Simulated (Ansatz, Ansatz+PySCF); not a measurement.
```yaml
atoms:
  - { symbol: B, position_ang: [0.0000, 0.0000, -0.8498] }
  - { symbol: B, position_ang: [0.0000, 0.0000, 0.8498] }
```

UHF on triplet B₂ was run in several spherical basis sets with Ansatz (development build ahead of 0.2.0). Caution for UHF: the determinant breaks the point group; the unrestricted determinant is a mixture of spin states.

(1) Rank the basis sets by the total energy that they give, lowest first, with the distance from the lowest.
A. 6-31G(d)
B. cc-pVDZ
C. def2-SVP
D. cc-pVTZ
E. def2-TZVP

Results:

(1) E (0.00 eV), D (0.02 eV), B (0.19 eV), A (0.47 eV), C (1.52 eV).

Totals follow the description of the cores as much as that of the bonds, so this order isn't one of quality for chemistry.
